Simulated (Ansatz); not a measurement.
Basis-set extrapolation for `CCCC=O` (PBE0-D4/def2-TZVP geometry, frozen core, Ansatz). Multiplicity 1, RHF reference.

|  | def2-TZVPP | def2-QZVPP |
| --- | --- | --- |
| HF | -231.078398 | -231.089128 |
| MP2 correlation | -0.913094 | -0.974474 |
| CCSD(T) correlation | -0.992873 | not run |

Energies in hartree. Use E(X) = E(∞) + A·exp(−7.88·√X) for Hartree–Fock and E(X) = E(∞) + B·X^(−2.97) for correlation, with X = 3 and 4, and add CCSD(T) minus MP2 of the smaller set to the MP2 limit.

Task: What is the CCSD(T) energy at the basis-set limit?

Result: HF limit: -231.089128 + (-0.010730) × 0.13774 = -231.09061. MP2 limit: -0.974474 + (-0.061380) × 0.74074 = -1.01994. Higher-order term: -0.992873 − (-0.913094) = -0.07978. Total: -232.19033 hartree, 312.6 kJ/mol below CCSD(T)/def2-TZVPP.
